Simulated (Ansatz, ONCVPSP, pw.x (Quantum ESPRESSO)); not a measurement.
## barium (Ba): does the ONCV potential hold in the solid?

- Element: barium
- Generator: ONCVPSP 4.0.1.1 (patched build)
- Type: optimised norm-conserving Vanderbilt (ONCV)
- Functional: PBE
- Relativity: scalar-relativistic
- Frozen core: [Kr] 4d10
- Valence charge: 10
- Reference configuration: 5s2 5p6 6s1.5 6p0.5
- Partial waves: 5s+6s: rc 2.90 bohr, ncon 3, nbas 6, qcut 4.2 1/bohr, 2 projectors; 5p+6p: rc 3.80 bohr, ncon 4, nbas 9, qcut 4.3 1/bohr, 2 projectors; d scattering state at 0.13 Ha: rc 2.90 bohr, ncon 4, nbas 8, qcut 3 1/bohr, local
- Local potential: the d channel
- Core correction: Teter function, fcfact 3.25, rcfact 1.75

In the d channel the program set the typed energies aside and used 0.050 Ha.

Atomic tests: cutoffs needed: 4.9 Ha and 6.5 Ha (the cutoffs (Ha) at which the residual kinetic energy of the hardest occupied pseudo-wave falls to 1 and 0.1 mHa per electron); ghost test: no bound ghost flagged; no localised positive-energy state flagged; largest excitation error: -21 meV (all-electron minus pseudo) for 5s2 5p6 6s0 6p0, out of 4 test configurations.

Crystal test: bcc Ba in pw.x 7.5, no spin, 9³ k-points, Fermi–Dirac smearing 0.01 Ry, cutoffs 50/200 Ry. The reference is all-electron LAPW (Ansatz 0.2.0) with the same functional, mesh and smearing; V0 and B0 come from Birch–Murnaghan fits to the pressures at five volumes. Errors are pseudo minus all-electron; Δ is the rms difference of the E(V) curves that follow from these fits, minima aligned, over ±6 % about the mean V0. Mesh and smearing are coarse, so the numbers serve the comparison and aren't converged zero-temperature values; the lattice is a test structure that the element need not adopt.

```json
{"V (Å³/atom)": "60.428", "P all-electron (GPa)": "0.47", "P pseudo (GPa)": "0.68"}
{"V (Å³/atom)": "62.018", "P all-electron (GPa)": "0.23", "P pseudo (GPa)": "0.41"}
{"V (Å³/atom)": "63.608", "P all-electron (GPa)": "0.01", "P pseudo (GPa)": "0.17"}
{"V (Å³/atom)": "65.198", "P all-electron (GPa)": "-0.19", "P pseudo (GPa)": "-0.05"}
{"V (Å³/atom)": "66.788", "P all-electron (GPa)": "-0.38", "P pseudo (GPa)": "-0.24"}
```

All-electron: a0 = 5.031 Å (V0 = 63.67 Å³/atom), B0 = 8.4 GPa.

Pseudopotential: mean pressure error (GPa): +0.17; a0 (Å): 5.062; a0 error (%): +0.61; B0 error (%): +2.5; Δ (meV/atom): 2.2. This is a poor potential for the solid.

**Question.** At the middle volume, how do free energy and pressure move when the wave cutoff is lowered (ecutrho kept at four times it)?

**Answer.**

```json
{"cutoff (Ry)": "22", "shift of F (meV/atom)": "+2.5", "shift of P (GPa)": "+0.01"}
{"cutoff (Ry)": "30", "shift of F (meV/atom)": "+1.5", "shift of P (GPa)": "+0.00"}
{"cutoff (Ry)": "40", "shift of F (meV/atom)": "+0.9", "shift of P (GPa)": "+0.01"}
```

Input at the middle volume:

```
&control
  calculation='scf', prefix='x', pseudo_dir='./', outdir='./tmp', tstress=.true., disk_io='none'
/
&system
  ibrav=0, nat=1, ntyp=1, ecutwfc=50, ecutrho=200, nbnd=12,
  occupations='smearing', smearing='fd', degauss=0.01
/
&electrons
  conv_thr=1e-09, mixing_beta=0.4, electron_maxstep=70
/
ATOMIC_SPECIES
Ba 1.0 Ba.UPF
CELL_PARAMETERS angstrom
  -2.51468688 2.51468688 2.51468688
  2.51468688 -2.51468688 2.51468688
  2.51468688 2.51468688 -2.51468688
ATOMIC_POSITIONS crystal
Ba 0.0000 0.0000 0.0000
K_POINTS automatic
9 9 9 0 0 0
```

```bash
pw.x < Ba.scf.in > Ba.scf.out
```

Lines of the output:

```
Message from routine setup:
     using ibrav=0 with symmetry is DISCOURAGED, use correct ibrav instead
     lattice parameter (alat)  =       8.2308  a.u.
     unit-cell volume          =     429.2481 (a.u.)^3
     number of electrons       =        10.00
     number of Kohn-Sham states=           12
     kinetic-energy cutoff     =      50.0000  Ry
     charge density cutoff     =     200.0000  Ry
     scf convergence threshold =      1.0E-09
     Exchange-correlation= PBE
     number of k points=    35  Fermi-Dirac smearing, width (Ry)=  0.0100
     iteration #  1     ecut=    50.00 Ry     beta= 0.40
     total energy              =     -59.70124170 Ry
     estimated scf accuracy    <       0.00283169 Ry
     iteration #  2     ecut=    50.00 Ry     beta= 0.40
     total energy              =     -59.70136244 Ry
     estimated scf accuracy    <       0.00042282 Ry
     iteration #  3     ecut=    50.00 Ry     beta= 0.40
     total energy              =     -59.70144314 Ry
     estimated scf accuracy    <       0.00002917 Ry
     iteration #  4     ecut=    50.00 Ry     beta= 0.40
     total energy              =     -59.70144553 Ry
     estimated scf accuracy    <       0.00000021 Ry
     iteration #  5     ecut=    50.00 Ry     beta= 0.40
     total energy              =     -59.70144565 Ry
     estimated scf accuracy    <       0.00000028 Ry
     iteration #  6     ecut=    50.00 Ry     beta= 0.40
     total energy              =     -59.70144565 Ry
     estimated scf accuracy    <       0.00000007 Ry
     iteration #  7     ecut=    50.00 Ry     beta= 0.40
     total energy              =     -59.70144564 Ry
     estimated scf accuracy    <       0.00000001 Ry
     iteration #  8     ecut=    50.00 Ry     beta= 0.40
     the Fermi energy is     5.6773 ev
!    total energy              =     -59.70144564 Ry
     estimated scf accuracy    <          5.9E-11 Ry
     smearing contrib. (-TS)   =      -0.00658006 Ry
     The total energy is F=E-TS. E is the sum of the following terms:
     one-electron contribution =     -13.97818220 Ry
     hartree contribution      =       9.45498565 Ry
     xc contribution           =     -16.88063120 Ry
     ewald contribution        =     -38.29103783 Ry
     convergence has been achieved in   8 iterations
          total   stress  (Ry/bohr**3)                   (kbar)     P=        1.71
     Message from routine punch:
     Nothing written, as per user request (disk_io='none')
```

The run at the middle volume (35 k-points, 8 iterations) took about 26 s on one core of a shared host (Neoverse-N1, 64 threads, 124 GiB, load 57).
